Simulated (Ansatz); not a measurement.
**CH5NSi (SMILES C=[SiH]N): one structure at several levels**

The task here is to estimate one member of a computed series from the others.

The runs use Ansatz 0.2.0, Gaussian basis; single points in def2-TZVPP.

Cores are frozen in the correlated methods.

### Starting geometry

8 atoms, charge 0, spin multiplicity 1.

Atoms are counted from 1 here; the program's logs count them from 0.

Bond lengths: C1–Si2 1.792 Å, C1–H4 1.021 Å, C1–H5 1.011 Å, Si2–N3 1.861 Å, Si2–H6 1.337 Å, N3–H7 1.055 Å, N3–H8 1.049 Å. Angles: Si2–C1–H4 122.7°, Si2–C1–H5 119.4°, H4–C1–H5 113.7°, C1–Si2–N3 116.9°, C1–Si2–H6 119.4°, N3–Si2–H6 123.6°, Si2–N3–H7 104.7°, Si2–N3–H8 126.8°, H7–N3–H8 128.2°.

Coordinates:

```xyz
8

C    -1.0954    0.8240   -0.7983
Si    0.3782    0.5390    0.1816
N     0.7326   -1.2201    0.6763
H    -1.6812    0.0632   -1.1467
H    -1.1781    1.6776   -1.3338
H     1.1045    1.5837    0.5923
H     1.5509   -1.1526    1.3384
H     0.1715   -2.0687    0.4223
```

Set-up of the first run:

run/in.yaml

```yaml
crystal:
  periodic: [false, false, false]
  atoms:
    - {symbol: C, position_ang: [-1.095400, 0.824000, -0.798300]}
    - {symbol: Si, position_ang: [0.378200, 0.539000, 0.181600]}
    - {symbol: N, position_ang: [0.732600, -1.220100, 0.676300]}
    - {symbol: H, position_ang: [-1.681200, 0.063200, -1.146700]}
    - {symbol: H, position_ang: [-1.178100, 1.677600, -1.333800]}
    - {symbol: H, position_ang: [1.104500, 1.583700, 0.592300]}
    - {symbol: H, position_ang: [1.550900, -1.152600, 1.338400]}
    - {symbol: H, position_ang: [0.171500, -2.068700, 0.422300]}
basis:
  gaussian: {orbitals: def2-TZVPP}
correlation: {method: ccsd_t}
output: {forces: true}
```

No record of the launch command was kept for these runs.

Among the steps run: CCSD(T)/def2-TZVPP; PBE0-D4/def2-TZVPP; wB97M-V/def2-TZVPP; r2SCAN-D4/def2-TZVPP; PBE-D4/def2-TZVPP; SPW92/def2-TZVPP; LC-wPBE/def2-TZVPP.

One of the session's tables, all rows but one given; the rest of the session is left out.

| method | RMS force component (eV/Å) | angle to CCSD(T) forces (°) | dipole (D) |
| --- | --- | --- | --- |
| CCSD(T) | 2.354 | reference | 2.32 |
| PBE0-D4 | ? | ? | ? |
| wB97M-V | 2.450 | 3.6 | 2.60 |
| r2SCAN-D4 | 2.410 | 1.6 | 2.46 |
| PBE-D4 | 2.362 | 3.3 | 2.40 |
| SPW92 | 2.484 | 4.7 | 2.43 |
| LC-wPBE | 2.584 | 4.5 | 2.71 |

Q: Estimate the row for PBE0-D4 from the others.

The run gave: RMS force component (eV/Å): 2.461; angle to CCSD(T) forces (°): 2.0; dipole (D): 2.49. In the column «RMS force component (eV/Å)» it lies between wB97M-V (2.450) and SPW92 (2.484).
